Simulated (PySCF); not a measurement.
## Static response to an electric field

Isopropenylcyclopropane, C6H10.
Structure used (GFN2-xTB), in Å, numbered top down from 1:
```
atom  x, y, z in Å
C1    -1.015    0.640    1.211
C2    -0.760   -0.110    0.147
C3    -1.825   -0.937   -0.512
C4     0.576   -0.206   -0.488
C5     1.496    0.986   -0.552
C6     1.836   -0.162    0.337
H7    -0.262    1.237    1.694
H8    -1.999    0.683    1.645
H9    -1.944   -0.636   -1.552
H10   -2.779   -0.824   -0.004
H11   -1.544   -1.990   -0.499
H12    0.597   -0.866   -1.348
H13    2.076    1.134   -1.450
H14    1.158    1.904   -0.097
H15    1.730   -0.034    1.403
H16    2.652   -0.810    0.055
```

Level: CAM-B3LYP/def2-SVPD (PySCF), static field, nuclei fixed, core orbitals frozen in the response. The polarisability tensor in these axes (au):

```
x   76.03  2.54 -3.38
y    2.54 64.43  6.52
z   -3.38  6.52 68.31
```

Diagonalise the tensor; give its mean and Δα, where Δα² is half the sum of the squared differences of the eigenvalues.

Principal values 58.62, 72.85 and 77.30 au; mean 69.59 au = 10.31 Å³ = 11.47 × 10⁻⁴⁰ C²·m²/J; Δα = 16.90 au (24 % of the mean).

What is the dipole moment, and where does it point?

(0.29, -0.32, -0.52) D, 0.67 D in size, pointing from the negative to the positive side. Measured along this direction, the outermost atoms are H8 at the negative end and H12 at the positive end.

Directions of the eigenvectors, and the extent of the frame along each?

Largest value along (0.94, 0.01, -0.35), where the nuclei span 5.08 Å; middle along (0.26, 0.64, 0.72), 3.98 Å; least along (-0.23, 0.77, -0.60), 2.53 Å. The response follows the extents in order.

Estimate the molar refractivity from the static electronic polarisability.

Lorentz–Lorenz: R = (4π/3)N_A α = 2.5225 cm³/(mol·Å³) × 10.31 Å³ = 26.0 cm³/mol, in the limit of long wavelengths.

In TDDFT the mean static polarisability is Σ f/ω² over all singlet excitations (ω in hartree). How much of it do the 8 lowest give? Their energies (eV) and oscillator strengths: 6.64, 0.2700; 6.67, 0.0157; 7.21, 0.0180; 7.40, 0.0021; 7.62, 0.0388; 7.91, 0.0043; 8.06, 0.0009; 8.35, 0.0044.

They add up to 5.69 au, 8.2 % of the 69.59 au; the largest single term is 4.54 au, from the state at 6.64 eV. Terms in order: 4.54, 0.26, 0.26, 0.03, 0.50, 0.05, 0.01, 0.05 au. Higher excitations give the rest. The strengths listed sum to 0.354.

Give the eigenvalues of the traceless quadrupole moment Θ = ½Σq(3rr − r²1), origin at the centre of nuclear charge.

-2.64, 0.88, 1.77 D·Å. The values depend on the origin, since the dipole doesn't vanish. The electronic extent ⟨r²⟩ about the same centre is 640 bohr², a root-mean-square distance of 1.97 Å for the 46 electrons.

One conformer (not necessarily the lowest) at the GFN2-xTB geometry, without solvent, vibrations or thermal averaging.
